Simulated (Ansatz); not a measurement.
Body-centred tetragonal In was calculated with BLYP (PAW; Ansatz, a quantum-chemistry and plane-wave program).

Numerical settings: plane-wave cutoff 520 eV, 24×24×24 k mesh, Fermi–Dirac smearing 0.05 eV, scalar-relativistic PAW data made under PBE.

Computed points:

| V (Å³/atom) | E − E_lowest (meV/atom) |
|---|---|
| 29.766 | 3.96 |
| 30.386 | 0.96 |
| 31.006 | 0.00 |
| 31.626 | 0.84 |
| 32.246 | 3.26 |

**Question.** What bulk modulus B0 and pressure derivative B′ does a third-order Birch–Murnaghan fit give?

**Answer.** V0 = 31.015 Å³/atom, B0 = 23.2 GPa, B′ = 5.2 (fit to the energies at full precision).

Shape and atoms are relaxed at each volume.

Measured, for comparison: bulk modulus 44.7 GPa (copied from a table, unchecked, extrapolated to 0 K and zero-point effects removed; as tabulated in Lejaeghere et al. (2013), arXiv:1204.2733). Computed (rounded) less measured: bulk modulus not scored (unchecked).

Note: the cell is over a tenth larger than the published one: the level's own overestimate first of all, though another phase or state, or a fault of the published cell, is possible; the bulk modulus comes from volumes at which shape and atoms were relaxed.

Spin–orbit coupling is not included.

The computed numbers hold no vibrational or temperature effects.

Computing time: very roughly 11 core-minutes.
